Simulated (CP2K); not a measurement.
**N2O (SMILES N#[N+][O-]) at GFN2-xTB**

Aim: the energy change on altering one bond length of N2O at GFN2-xTB, from 2 runs. 

The calculation is run with CP2K 2026.2.

5 further runs of the same task are left out: 3 that didn't finish, 2 set aside as unsound or not needed.

### 1 The system as given

N2O: 3 atoms, total charge 0, spin state singlet. SMILES: `N#[N+][O-]`. The shape is that of a PBE0-D4/def2-TZVP optimisation.

Bond lengths: N1–N2 1.118 Å, N2–O3 1.174 Å. Angles: N1–N2–O3 180.0°.

### 2 A single-point energy at GFN2-xTB

molecule.xyz

```xyz
3

N     -0.511700     1.001300    -0.167900
N     -0.008400     0.016500    -0.002800
O      0.520100    -1.017800     0.170700
```

mol.inp

```
&FORCE_EVAL
    METHOD Quickstep
    &DFT
        CHARGE 0
        MULTIPLICITY 1
        &QS
            METHOD XTB
            EPS_DEFAULT 1.0E-10
            &XTB
                GFN_TYPE TBLITE
                &TBLITE
                    METHOD GFN2
                &END TBLITE
                CHECK_ATOMIC_CHARGES F
            &END XTB
        &END QS
        &POISSON
            PERIODIC NONE
            POISSON_SOLVER ANALYTIC
        &END POISSON
        ! SCF settings
        &SCF
            SCF_GUESS ATOMIC
            EPS_SCF 1.0E-07
            MAX_SCF 150
            ADDED_MOS 2
            &DIAGONALIZATION
                ALGORITHM STANDARD
            &END DIAGONALIZATION
            &MIXING
                METHOD DIRECT_P_MIXING
                ALPHA 0.4
            &END MIXING
            &SMEAR ON
                METHOD FERMI_DIRAC
                ELECTRONIC_TEMPERATURE [K] 300
            &END SMEAR
        &END SCF
        &PRINT
            &MOMENTS
                PERIODIC F
                REFERENCE COM
                MAX_MOMENT 1
            &END MOMENTS
            &MO ON
                ENERGIES T
                OCCUPATION_NUMBERS T
                NDIGITS 6
                &EACH
                    QS_SCF 0
                &END EACH
                ADD_LAST NUMERIC
            &END MO
            &HIRSHFELD OFF
            &END HIRSHFELD
        &END PRINT
    &END DFT
    ! structure
    &SUBSYS
        &CELL
            ABC [angstrom] 13 14 12.3
            PERIODIC NONE
        &END CELL
        &TOPOLOGY
            COORD_FILE_NAME molecule.xyz
            COORD_FILE_FORMAT XYZ
            &CENTER_COORDINATES
            &END CENTER_COORDINATES
        &END TOPOLOGY
    &END SUBSYS
&END FORCE_EVAL

&GLOBAL
    PROJECT mol
    RUN_TYPE ENERGY
    PRINT_LEVEL MEDIUM
&END GLOBAL
```

Command:

```
$ OMP_NUM_THREADS=1 cp2k.psmp -i mol.inp -o mol.out
```

The program printed:

```text
CP2K| version string:                                       CP2K version 2026.2
[...]
 GLOBAL| Method name                                                        CP2K
[...]
 GLOBAL| Run type                                                         ENERGY
[...]
                             - Atoms:                                          3
[...]
                             - Spherical basis functions:                     12
[...]
 Number of electrons:                                                         16
[...]
  *** SCF run converged in    14 steps ***
[...]
  Fermi energy:                                                -0.30788560522499
[...]
 TB_DIPOLE| Moment [Debye]         -0.20834422       0.40791683      -0.06852032
 TB_DIPOLE| Derivative [a.u.]       0.00000000       0.00000000       0.00000000
[...]
 ENERGY| Total FORCE_EVAL ( QS ) energy [hartree]             -9.843549427788680
[...]
```

It took 0.9 s on 1 thread of Intel Xeon 6975P-C (Granite Rapids), shared host; peak memory 0.19 GiB.

### 3 The distorted shape at the same level

molecule.xyz

```xyz
3

N     -0.612380     1.198299    -0.200927
N     -0.008400     0.016500    -0.002800
O      0.520100    -1.017800     0.170700
```

job.inp

```
&GLOBAL
 PROJECT_NAME job
 RUN_TYPE ENERGY
 PRINT_LEVEL MEDIUM
&END GLOBAL

&FORCE_EVAL
 METHOD Quickstep
 &DFT
  &QS
   METHOD XTB
   EPS_DEFAULT 1.0E-10
   &XTB
    GFN_TYPE TBLITE
    &TBLITE
     METHOD GFN2
    &END TBLITE
    CHECK_ATOMIC_CHARGES F
   &END XTB
  &END QS
  &POISSON
   PERIODIC NONE
   POISSON_SOLVER ANALYTIC
  &END POISSON
  &SCF
   SCF_GUESS ATOMIC
   EPS_SCF 1.0E-07
   MAX_SCF 150
   ADDED_MOS 2
   &DIAGONALIZATION
    ALGORITHM STANDARD
   &END DIAGONALIZATION
   &MIXING
    METHOD DIRECT_P_MIXING
    ALPHA 0.4
   &END MIXING
   &SMEAR ON
    METHOD FERMI_DIRAC
    ELECTRONIC_TEMPERATURE [K] 300
   &END SMEAR
  &END SCF
  &PRINT
   &MOMENTS
    PERIODIC F
    REFERENCE COM
    MAX_MOMENT 1
   &END MOMENTS
   &MO ON
    ENERGIES T
    OCCUPATION_NUMBERS T
    NDIGITS 6
    &EACH
     QS_SCF 0
    &END EACH
    ADD_LAST NUMERIC
   &END MO
   &HIRSHFELD OFF
   &END HIRSHFELD
  &END PRINT
 &END DFT
 &SUBSYS
  &CELL
   ABC 13.1 14.2 12.4
   PERIODIC NONE
  &END CELL
  &TOPOLOGY
   COORD_FILE_NAME molecule.xyz
   COORD_FILE_FORMAT XYZ
   &CENTER_COORDINATES
   &END CENTER_COORDINATES
  &END TOPOLOGY
 &END SUBSYS
&END FORCE_EVAL
```

Command:

```
$ OMP_NUM_THREADS=1 cp2k.psmp -i job.inp -o job.out
```

The program printed:

```text
CP2K| version string:                                       CP2K version 2026.2
[...]
 GLOBAL| Method name                                                        CP2K
[...]
 GLOBAL| Run type                                                         ENERGY
[...]
                             - Atoms:                                          3
[...]
                             - Spherical basis functions:                     12
[...]
 Number of electrons:                                                         16
[...]
  *** SCF run converged in    17 steps ***
[...]
  Fermi energy:                                                -0.36998823641977
[...]
 TB_DIPOLE| Moment [Debye]          0.12079411      -0.23619757       0.03951464
 TB_DIPOLE| Derivative [a.u.]       0.00000000       0.00000000       0.00000000
[...]
 ENERGY| Total FORCE_EVAL ( QS ) energy [hartree]             -9.759770321718952
[...]
```

Wall time 0.94 s (1 thread of Intel Xeon 6975P-C (Granite Rapids), shared host); peak memory 0.19 GiB.

### 4 Summary of results

At GFN2-xTB:

| quantity | value |
| --- | --- |
| first shape: total energy | -9.84355 Eh |
| first shape: dipole moment (from atomic charges alone) | 0.46 D |
| first shape: HOMO energy | -13.36 eV |
| first shape: LUMO energy | -7.46 eV |
| first shape: HOMO–LUMO gap | 5.90 eV |
| distorted shape: total energy | -9.75977 Eh |
| distorted shape: dipole moment (from atomic charges alone) | 0.27 D |
| distorted shape: HOMO energy | -12.73 eV |
| distorted shape: LUMO energy | -9.15 eV |
| distorted shape: HOMO–LUMO gap | 3.58 eV |
| energy change with the N1–N2 bond stretched from 1.118 to 1.342 Å | 2.280 eV |

With the N1–N2 bond stretched from 1.118 to 1.342 Å the energy rises by 2.28 eV (220 kJ/mol). The first shape isn't relaxed at this level, so the change isn't measured from a minimum. The dipole (first shape) comes from point charges on the atoms alone, without atomic dipoles, so it is partial. The dipole (distorted shape) comes from point charges on the atoms alone, without atomic dipoles, so it is partial.
